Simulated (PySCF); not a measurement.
Simulated C 1s region for 2,2-dimethylbutane (`CCC(C)(C)C`), binding energy against the vacuum level.

Every computed line was given a Gaussian of 0.4 eV full width at half maximum and an area set by the number of equivalent atoms; the highest printed point is 100. The calculation used delta-SCF UKS SCAN, pcX-2 on the ionised atom, pcseg-1 elsewhere, spin-free X2C in PySCF 2.14.0.

binding energy (eV), intensity and a bar:
```
    289.7          1 
    289.8          3 #
    289.9         13 ####
    290.0         34 ##########
    290.1         66 ####################
    290.2         94 ############################
    290.3        100 ##############################
    290.4         82 #########################
    290.5         52 ################
    290.6         25 ########
    290.7         10 ###
    290.8          3 #
    290.9          1 
    291.0          0
```

Q: How many maxima does the curve show, and how many computed lines lie under it?

A: The curve has 1 maximum (at 290.3 eV). Under it lie 4 lines from 4 inequivalent carbon sites. At this width some lines have no maximum of their own.

Q: Decompose the envelope and assign each component. Numbering: `[CH3:1][CH2:2][C:3]([CH3:4])([CH3:5])[CH3:6]`.

A: 
| position (eV) | relative area | line | atoms | environment |
| --- | --- | --- | --- | --- |
| 290.22 | 3 | C 1s | C4/C5/C6 | methyl carbon |
| 290.23 | 1 | C 1s | C2 | chain CH2 carbon |
| 290.38 | 1 | C 1s | C1 | methyl carbon |
| 290.42 | 1 | C 1s | C3 | quaternary sp3 carbon |

Q: What are the centre and the root-mean-square width of the whole band?

A: The area-weighted mean of the lines is 290.28 eV. Their own spread about it is 0.08 eV (rms) and each Gaussian has σ = 0.4/2.355 = 0.17 eV; the variances add, which gives 0.19 eV.

The 4 C 1s values lie within 0.20 eV of each other; Gaussian lines of 0.5 eV full width would blend them into one maximum.

No satellites, vibrations or lifetime broadening are included. Topologically equivalent atoms share the value of their first member; where this conformer doesn't relate them by symmetry, their own values could differ. Geometry: PBE0-D3(BJ)/def2-SVP; no solvent, vibrations or thermal averaging.

Shape of the structure used: `[CH3:1][CH2:2][C:3]([CH3:4])([CH3:5])[CH3:6]`: C1–C2–C3–C4 180°.
